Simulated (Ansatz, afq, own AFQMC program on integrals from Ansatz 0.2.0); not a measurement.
**GeH$_{2}$, triplet → GeH$_{2}$⁻, doublet**

| atom | x (Å) | y (Å) | z (Å) |
| --- | --- | --- | --- |
| Ge | 0.0000 | -0.0208 | 0.0000 |
| H | 0.0000 | 0.7490 | -1.3344 |
| H | 0.0000 | 0.7490 | 1.3344 |

E(doublet, charge -1) − E(triplet, charge +0) at this geometry, on UHF and UHF determinants.

Basis aug-cc-pVDZ. Only valence electrons are correlated. Integrals, coupled cluster, full CI and functionals: Ansatz 0.2.0; the random walks run on the same integrals in our own AFQMC program. The CISD trial takes its coefficients from CCSD amplitudes. Released means that phaseless walkers are propagated on without the constraint, phases kept. ± is one standard error of the sampling. No spin–orbit coupling. The errors of all members are added in quadrature.

No full CI on the walks' own integrals is used here; CCSDT(Q) serves as the reference and is uncertain by about the last step of the cluster series. Each member takes its own surest rung, up to full CI.

Errors are counted within aug-cc-pVDZ, not against nature.

Cautions: inner d shell frozen; no relativity below Rb; no spin-orbit coupling; GeH₂ (triplet): lower spins were not checked.

Reference (CCSDT(Q)): -138.5 kJ/mol.

```tsv
level	vertical energy of electron attachment (kJ/mol)	error against CCSDT(Q) (kJ/mol)
HF	-51.3	87.3
MP2	-124.5	14.0
CCSD	-133.4	5.2
CCSD(T)	-137.7	0.8
CCSDT	-138.2	0.3
ph-AFQMC/CISD	-138.1 ± 0.2	0.4 ± 0.2
released AFQMC	-138.3 ± 0.3	0.3 ± 0.3
```

Correlation beyond CCSD(T) takes off 0.8 kJ/mol. The perturbative (T) step is worth −4.3 kJ/mol.

A walk keeps the symmetry of its determinant, which the program's search chose and which needn't be the lowest solution, so a lower state of the same spin and another symmetry isn't excluded. Released energies are given only where the last usable release times agree within the noise; a slower fall can still hide under it.
